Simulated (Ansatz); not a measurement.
`C1CSCSC1`, 14 atoms. Total charge 0; spin multiplicity 1. All runs use 2 threads of an AMD EPYC 7R13 on a shared host and a share of an NVIDIA H100 80 GB. Correlated methods freeze the cores. Open-shell runs search over several starts.

Give the basis size and wall time and peak host memory of each of these runs in Ansatz. RKS PBE0-D4/def2-TZVPP energy; RHF-MP2/def2-QZVPP energy; UHF-CCSD(T)/def2-TZVPP energy of the cation; UKS B2PLYP (frozen core)/def2-TZVPP energy of the cation; RKS ωB97M-V/def2-TZVPP energy and forces; RKS revPBE-D4/def2-TZVPP energy; RKS PBE0-D4/def2-QZVPP energy; UKS ωB97X-V/def2-TZVPP energy of the cation; UKS PBE-D4/def2-TZVPP energy of the cation; UKS PBE0-D4/def2-TZVPP energy of the cation; UKS r2SCAN-D4/def2-TZVPP energy of the cation; RHF-CCSD(T)/def2-SVP energy. (Estimate.)

Computed: Other jobs shared the machine, so times are rough.

| level | job | functions | wall time | peak host memory (GiB) |
| --- | --- | --- | --- | --- |
| RKS revPBE-D4/def2-TZVPP | energy | 320 | 2.9 s | 0.87 |
| RKS PBE0-D4/def2-TZVPP | energy | 320 | 3.3 s | 0.88 |
| RKS PBE0-D4/def2-QZVPP | energy | 608 | 4.7 s | 1.2 |
| UKS PBE0-D4/def2-TZVPP | energy of the cation | 320 | 4.9 s | 0.93 |
| RKS ωB97M-V/def2-TZVPP | energy and forces | 320 | 5.5 s | 0.98 |
| UKS PBE-D4/def2-TZVPP | energy of the cation | 320 | 5.5 s | 0.92 |
| RHF-CCSD(T)/def2-SVP | energy | 132 | 6 s | 0.8 |
| UKS r2SCAN-D4/def2-TZVPP | energy of the cation | 320 | 7.5 s | 1 |
| UKS B2PLYP (frozen core)/def2-TZVPP | energy of the cation | 320 | 10 s | 1.5 |
| RHF-MP2/def2-QZVPP | energy | 608 | 11 s | 1.2 |
| UKS ωB97X-V/def2-TZVPP | energy of the cation | 320 | 15 s | 1.1 |
| UHF-CCSD(T)/def2-TZVPP | energy of the cation | 320 | 28 s | 1.4 |
